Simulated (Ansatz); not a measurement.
# Active spaces for C3HN, singlet

Computed with Ansatz's Gaussian-basis code (development build). Basis cc-pVTZ, nonrelativistic, no frozen core. State-specific CASSCF; RHF is the lowest restricted (open-shell) Hartree–Fock solution met. No symmetry is imposed, so a solution can break that of the shape. No proof that the lowest CASSCF solution was found.

Geometry:

```tsv
atom	x (Å)	y (Å)	z (Å)
H	0.0000	0.0000	-2.9262
C	0.0000	0.0000	-1.8584
C	0.0000	0.0000	-0.6368
C	0.0000	0.0000	0.7380
N	0.0000	0.0000	1.9242
```

What do CASSCF and its corrections give against RHF in CAS(8,8), and what are the occupations?

CASSCF -4.287 eV, SC-NEVPT2 -18.592 eV; occupations 1.94, 1.94, 1.92, 1.92, 0.09, 0.09, 0.05, 0.05.

Roughly how much CPU time does a whole run from the default start take (median of such runs, summed over threads; nearly all runs on one pinned thread of a shared server, mostly Xeon at 2.3 to 2.6 GHz, by a development driver)?

CAS(8,8): about 10 s. Other jobs ran beside these, and the count of passes differs.
